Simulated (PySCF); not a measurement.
# Relaxation of singlet SiH₄

All numbers come from PBE0 in PySCF with Si def2-TZVP, H def2-TZVP; no relativity; density-fitted integrals. A (50,194) grid was used.

A start displaced from a saddle point along its imaginary mode, of D2d symmetry, held to at least that symmetry:

```xyz
5
charge 0 multiplicity 1, angstrom
Si    0.0000    0.0000    0.0000
H     1.5385    0.0000   -0.1200
H     0.0000    1.5385    0.1200
H    -1.5385    0.0000   -0.1200
H     0.0000   -1.5385    0.1200
```

At each step, columns x, y, z (Å) and Fx, Fy, Fz (eV/Å):

```
step 0  E − E(last) = 329.48 kJ/mol
Si   0.000   0.000   0.000   0.000   0.000   0.000
H    1.539   0.000  -0.120  -0.333   0.000  -1.419
H    0.000   1.539   0.120   0.000  -0.333   1.419
H   -1.539   0.000  -0.120   0.333   0.000  -1.419
H    0.000  -1.539   0.120   0.000   0.333   1.419
step 1  E − E(last) = 205.69 kJ/mol
Si   0.000   0.000   0.000   0.000   0.000   0.000
H    1.512   0.000  -0.330  -0.905   0.000  -1.294
H    0.000   1.512   0.330   0.000  -0.905   1.294
H   -1.512   0.000  -0.330   0.905   0.000  -1.294
H    0.000  -1.512   0.330   0.000   0.905   1.294
step 2  E − E(last) = 90.71 kJ/mol
Si   0.000   0.000   0.000   0.000   0.000   0.000
H    1.454   0.000  -0.583  -1.396   0.000  -0.450
H    0.000   1.454   0.583   0.000  -1.396   0.450
H   -1.454   0.000  -0.583   1.396   0.000  -0.450
H    0.000  -1.454   0.583   0.000   1.396   0.450
step 3  E − E(last) = 32.52 kJ/mol
Si   0.000   0.000   0.000   0.000   0.000   0.000
H    1.362   0.000  -0.729  -1.084   0.000  -0.040
H    0.000   1.362   0.729   0.000  -1.084   0.040
H   -1.362   0.000  -0.729   1.084   0.000  -0.040
H    0.000  -1.362   0.729   0.000   1.084   0.040
step 4  E − E(last) = 2.86 kJ/mol
Si   0.000   0.000   0.000   0.000   0.000   0.000
H    1.256   0.000  -0.814  -0.291   0.000  -0.049
H    0.000   1.256   0.814   0.000  -0.291   0.049
H   -1.256   0.000  -0.814   0.291   0.000  -0.049
H    0.000  -1.256   0.814   0.000   0.291   0.049
step 5  E − E(last) = 0.00 kJ/mol
Si   0.000   0.000   0.000   0.000   0.000   0.000
H    1.214   0.000  -0.855  -0.003   0.000  -0.007
H    0.000   1.214   0.855   0.000  -0.003   0.007
H   -1.214   0.000  -0.855   0.003   0.000  -0.007
H    0.000  -1.214   0.855   0.000   0.003   0.007
step 6  E − E(last) = 0.00 kJ/mol
Si   0.000   0.000   0.000   0.000   0.000   0.000
H    1.212   0.000  -0.857  -0.001   0.000   0.002
H    0.000   1.212   0.857   0.000  -0.001  -0.002
H   -1.212   0.000  -0.857   0.001   0.000   0.002
H    0.000  -1.212   0.857   0.000   0.001  -0.002
```

It ends at Td with Si–H 1.485 Å (×4); H–Si–H 109.5° (×6). A frequency run shows a minimum. Other isomers or separated fragments may lie lower.

The relaxation took 5.8 s on 2 threads of a shared Arm Neoverse N1 host, with 61 basis functions and 7 gradients; the process peaked at 0.88 GiB. Launch command: `OMP_NUM_THREADS=2 python axn.py task.json out`.
